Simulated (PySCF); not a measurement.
Spectrum to structure. The calculation used TDDFT PBE0/def2-SVPD, vertical, gas phase, core orbitals frozen in the response in PySCF 2.14.0, density-fitted response routines. Geometries: GFN2-xTB, one conformer each.

```csv
state,λ (nm),f
S1,220.4,0.019
S2,218.7,0.017
S3,214.0,0.012
S4,210.1,0.043
S5,205.1,0.0088
S6,197.7,0.060
S7,191.6,0.012
S8,186.1,0.044
```

Triplets computed (Tamm–Dancoff): 5.14, 5.16, 5.43 eV.

Task: Which structure fits?
A. `CC(C)C[PH2]=S`
B. `C1CC1P1CC1`
C. `C#CPC(C)C`

Result: A. Its S1 lies at 5.63 eV; the nearest of the others has S1 at 5.35 eV. S1 is HOMO→LUMO (47%), HOMO→LUMO+1 (38%). Löwdin shares by element: HOMO (one of a set within 0.03 eV) sulfur 72%, phosphorus 16%, carbon 5% or more; LUMO hydrogen 27% or more, sulfur 19%, phosphorus 17% (atoms not listed hold the other 37%). At the same level the other candidates give, for their lowest levels:
- `C#CPC(C)C`: 232 nm (f 0.017); 205 nm (f 0.040); 189 nm (f 0.030); 187 nm (f 0.012); 182 nm (f 0.038); T1 4.68 eV; HOMO -6.92, LUMO -0.08 eV
- `C1CC1P1CC1`: 189 nm (f 0.005); 186 nm (f 0.035); 186 nm (f 0.009); 176 nm (f 0.017); 175 nm (f 0.056); T1 5.45 eV; HOMO -7.14, LUMO 0.63 eV

Conformer computed: `[CH3:1][CH:2]([CH3:3])[CH2:4][PH2:5]=[S:6]`: C1–C2–C4–P5 -62°, C2–C4–P5–S6 -46°.
